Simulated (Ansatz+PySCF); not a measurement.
Values are calculated unless marked as measured or tabulated.
## PySCF 2.14.0 run

```python
from pyscf import gto, scf, cc

mol = gto.M(atom="""
B 0.000000 0.000000 -0.490510
H 0.000000 0.000000 2.452530
""", basis='6-31g', charge=0, spin=0)
mf = scf.UHF(mol)
mf.kernel()
mycc = cc.CCSD(mf, frozen=1).run()
et = mycc.ccsd_t()
print(mf.e_tot, mycc.e_corr, et, mycc.e_tot + et)
```

The script is written out from the run's settings.

Output:

* Converged: yes
* Reference energy: -24.93682 hartree
* CCSD correlation energy: -0.13059 hartree
* Triples correction: -0.00399 hartree
* Total energy: -25.07140 hartree

The reference isn't the lowest determinant (another lies 2.26 eV lower), but the same method gives a higher total on the lower determinant. Caution: large amplitudes, a single reference is doubtful.
